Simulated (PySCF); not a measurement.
Gas-phase reaction: CH3SiH3 + 4 CH3CN = (CH3)3SiH + 2 C3H4 (propyne) + 4 N

Computed with PySCF (xtb for GFN2) and rigid-rotor harmonic-oscillator thermochemistry at 1 bar. † marks an energy on the PBE0/def2-TZVP geometry and frequencies; other levels use their own. CCSD(T) freezes the core. 6-31G* has spherical d functions here. Open shells (unrestricted): N (multiplicity 4); the rest are closed-shell singlets. GFN2 has no spin-polarisation term. B3LYP is the form with VWN-RPA correlation. CCSD(T) isn't extrapolated to the basis-set limit. The harmonic model lacks anharmonicity and excited electronic states, which grow with temperature; levels with a mode under 35 cm⁻¹ are left out. Internal rotation in CH3SiH3, (CH3)3SiH is treated as a harmonic vibration of one conformer, which makes the entropy rough.

```tsv
level	ΔE electronic, kJ	ΔH°(298 K), kJ	ΔS°(298 K), J/K	ΔG°(2000 K), kJ
B3LYP/def2-TZVP†	1908	1887	214	1378
BLYP/def2-TZVP†	2007	1986	214	1477
CCSD(T)/def2-SVP†	1718	1697	214	1187
GFN2-xTB	3290	3277	226	2752
HF/6-31G*	907	881	211	376
PBE/def2-TZVP†	2022	2001	214	1492
ωB97M-V/def2-TZVP†	1883	1862	214	1353
ωB97X-V/def2-TZVP†	1890	1869	214	1360
```
ΔH° is lowest at HF/6-31G* and highest at GFN2-xTB. No reference value is set beside these.
